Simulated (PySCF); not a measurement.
**Towards the basis-set limit for MgS**

The task here is to estimate one member of a computed series from the others.

Program: PySCF 2.14.0. Level of theory: CCSD(T) on RHF, no relativity in the base curves; scalar relativity is added as a correction. These are calculated values, not measurements.

Set-up of the first run:

```
molecule             : MgS
state                : singlet, unpaired electrons none
smaller basis        : Mg cc-pCVDZ, S aug-cc-pV(D+d)Z
larger basis         : Mg cc-pCVTZ, S aug-cc-pV(T+d)Z
frozen core orbitals : 6
extrapolation        : correlation as n⁻³ (n = 2, 3), Hartree–Fock as (n+1)·exp(−9√n)
corrections          : core–valence correlation, scalar relativity
distances (Å)        : 1.8891, 1.9749, 2.0608, 2.1467, 2.2325, 2.3399, 2.4472
masses (u)           : 23.9850, 31.9721
dissociation limit   : Mg + S
```

Launch:

```sh
OMP_NUM_THREADS=4 python comp.py task.json out
```

Among the steps run: Coupled cluster at each distance.

One of the session's tables, all rows but one given; the rest of the session is left out.

It belongs to the step «Coupled cluster at each distance». Parts of the energy along the bond, in eV from Mg + S:

| R (Å) | HF/CBS | CCSD corr. | (T) | core–valence | relativity |
| --- | --- | --- | --- | --- | --- |
| 1.8891 | 0.315 | -1.513 | -0.2787 | -0.0211 | 0.0088 |
| 1.9749 | -0.109 | -1.513 | -0.2899 | -0.0165 | 0.0124 |
| 2.0608 | -0.311 | -1.519 | -0.3010 | -0.0129 | 0.0149 |
| 2.1467 | -0.355 | -1.530 | -0.3106 | -0.0099 | 0.0165 |
| 2.2325 | -0.292 | -1.544 | -0.3175 | -0.0076 | 0.0174 |
| 2.3399 | ? | ? | ? | ? | ? |
| 2.4472 | 0.112 | -1.571 | -0.3217 | -0.0034 | 0.0180 |

Q: Estimate the row for R (Å) = 2.3399 from the others.

Worked estimate for «HF/CBS». A straight line through the neighbours (2.2325, -0.292) and (2.4472, 0.112) gives -0.292 + (0.112 + 0.292) × (2.3399 − 2.2325) / (2.4472 − 2.2325) = -0.090; a parabola fitted to 3 rows on both sides gives -0.134.

The run gave: HF/CBS: -0.117; CCSD corr.: -1.561; (T): -0.3216; core–valence: -0.0053; relativity: 0.0180. In «HF/CBS» the line misses by +0.027 and the parabola by -0.017.

Caveats from the session: An extrapolation from double and triple zeta is rough, so this isn't yet the limit.
